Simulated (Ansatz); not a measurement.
# CH₄NS+: functionals against CCSD(T) at one geometry

Aim: energy, forces and dipole at a structure displaced at random from a GFN2-xTB minimum, from CCSD(T) and from density functionals.

Computed with Ansatz 0.2.0, Gaussian basis. Level: single points in def2-TZVPP.

Correlated methods freeze the cores.

**1. Starting geometry**

SMILES `[NH3+]C=S`, 7 atoms, charge 1, spin multiplicity 1.

Atoms are counted from 1 here; the program's logs count them from 0.

Bond lengths: N1–C2 1.458 Å, N1–H4 1.001 Å, N1–H5 1.175 Å, N1–H6 0.998 Å, C2–S3 1.732 Å, C2–H7 0.915 Å. Angles: C2–N1–H4 123.2°, C2–N1–H5 110.7°, C2–N1–H6 111.7°, H4–N1–H5 101.5°, H4–N1–H6 104.2°, H5–N1–H6 103.3°, N1–C2–S3 118.5°, N1–C2–H7 117.0°, S3–C2–H7 124.4°.

Geometry (Å):

```xyz
7
charge 1, multiplicity 1
N    -0.38700    0.40850   -0.24490
C     0.31870   -0.74580    0.29980
S     1.88430   -0.50380    0.99960
H    -1.33180    0.36830   -0.57420
H     0.17230    0.83080   -1.18850
H    -0.38130    1.17850    0.38980
H    -0.12300   -1.54730    0.28690
```

**2. CCSD(T)/def2-TZVPP**

run/in.yaml reads:

```yaml
crystal:
  periodic: [false, false, false]
  atoms:
    - {symbol: N, position_ang: [-0.387000, 0.408500, -0.244900]}
    - {symbol: C, position_ang: [0.318700, -0.745800, 0.299800]}
    - {symbol: S, position_ang: [1.884300, -0.503800, 0.999600]}
    - {symbol: H, position_ang: [-1.331800, 0.368300, -0.574200]}
    - {symbol: H, position_ang: [0.172300, 0.830800, -1.188500]}
    - {symbol: H, position_ang: [-0.381300, 1.178500, 0.389800]}
    - {symbol: H, position_ang: [-0.123000, -1.547300, 0.286900]}
basis:
  gaussian: {orbitals: def2-TZVPP}
total_charge: 1
correlation: {method: ccsd_t}
output: {forces: true}
```

The command line of these runs was not kept.

**3. PBE0-D4/def2-TZVPP**

run/in.yaml: that of step 2 with these lines changed.

```diff
@@ -13,3 +13,3 @@
 total_charge: 1
-correlation: {method: ccsd_t}
-output: {forces: true}
+hamiltonian: {xc: pbe0, dispersion: d4}
+output: {forces: true, orbitals: {seedname: orbitals}}
```

**4. wB97M-V/def2-TZVPP**

run/in.yaml: that of step 3 with these lines changed.

```diff
@@ -13,3 +13,3 @@
 total_charge: 1
-hamiltonian: {xc: pbe0, dispersion: d4}
-output: {forces: true, orbitals: {seedname: orbitals}}
+hamiltonian: {xc: {name: wB97M-V}}
+output: {forces: true}
```

**5. r2SCAN-D4/def2-TZVPP**

run/in.yaml: that of step 4 with these lines changed.

```diff
@@ -13,3 +13,3 @@
 total_charge: 1
-hamiltonian: {xc: {name: wB97M-V}}
+hamiltonian: {xc: r2scan, dispersion: d4}
 output: {forces: true}
```

**6. PBE-D4/def2-TZVPP**

run/in.yaml: that of step 5 with these lines changed.

```diff
@@ -13,3 +13,3 @@
 total_charge: 1
-hamiltonian: {xc: r2scan, dispersion: d4}
+hamiltonian: {xc: pbe, dispersion: d4}
 output: {forces: true}
```

**7. wB97X-V/def2-TZVPP**

run/in.yaml: that of step 6 with these lines changed.

```diff
@@ -13,3 +13,3 @@
 total_charge: 1
-hamiltonian: {xc: pbe, dispersion: d4}
+hamiltonian: {xc: {name: wB97X-V}}
 output: {forces: true}
```

**8. BLYP-D4/def2-TZVPP**

run/in.yaml: that of step 7 with these lines changed.

```diff
@@ -13,3 +13,3 @@
 total_charge: 1
-hamiltonian: {xc: {name: wB97X-V}}
+hamiltonian: {xc: {name: BLYP}, dispersion: d4}
 output: {forces: true}
```

(Steps that only read results are left out.)

**Question.** What will these runs give? Wanted: energy less free atoms, CCSD(T)/def2-TZVPP; RMS force component; RMS force error; HOMO and LUMO, PBE0-D4; T1 diagnostic.

As calculated:

```
                                  quantity                                                                                           value
energy less free atoms, CCSD(T)/def2-TZVPP                                                                                  -1429.5 kJ/mol
                       RMS force component                                                            3.766 to 4.091 eV/Å over the methods
                           RMS force error  PBE0-D4 0.304, wB97M-V 0.320, r2SCAN-D4 0.203, PBE-D4 0.226, wB97X-V 0.384, BLYP-D4 0.183 eV/Å
                    HOMO and LUMO, PBE0-D4                                                                             -12.52 and -8.72 eV
                             T1 diagnostic                                                                                           0.016
```

**Reading.** Against CCSD(T) the functionals' energies less atoms differ by -143.7 to -54.2 kJ/mol, PBE-D4 by -143.7 kJ/mol. CCSD(T) in triple zeta still lacks some correlation energy of the bonds, so part of these gaps is its own basis error and they don't rank the functionals. For forces BLYP-D4 does best and wB97X-V worst. Frozen-core CCSD(T) forces in triple zeta carry basis errors of their own, and this is one geometry, so small gaps rank nothing. The restricted Hartree–Fock reference is unstable towards an unrestricted one at one or more of these structures.
